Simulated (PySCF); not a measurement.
Gas-phase reaction: (CH3)3SiH + 4 H2CSiH2 → 3 CH3SiH3 + 2 H3SiCCH

Energies from PySCF (xtb for GFN2), thermal terms from the rigid-rotor harmonic-oscillator model, ideal gas at 1 bar. † marks an energy on the PBE0/def2-TZVP geometry and frequencies; other levels use their own. MP2 freezes the core. 6-31G* has spherical d functions here. All species are closed-shell singlets. H2CSiH2: computed as isolated molecules; such fragments, hydroxides, amides, oligomers or adducts are transient or little studied in the gas. MP2 isn't extrapolated to the basis-set limit.

| level | ΔH°(298 K), kJ |
|---|---|
| BLYP/def2-TZVP† | ___ |
| GFN2-xTB | -338 |
| HF/6-31G* | ___ |
| HF/def2-TZVP† | -365 |
| MP2/def2-TZVPP† | -253 |
| PBE/def2-SVP | ___ |
| ωB97M-V/def2-TZVP† | -237 |
| ωB97X-V/def2-TZVP† | ___ |

Fill in the missing entries.


- BLYP/def2-TZVP†, ΔH°(298 K), kJ: -219
- HF/6-31G*, ΔH°(298 K), kJ: -371
- PBE/def2-SVP, ΔH°(298 K), kJ: -180
- ωB97X-V/def2-TZVP†, ΔH°(298 K), kJ: -259
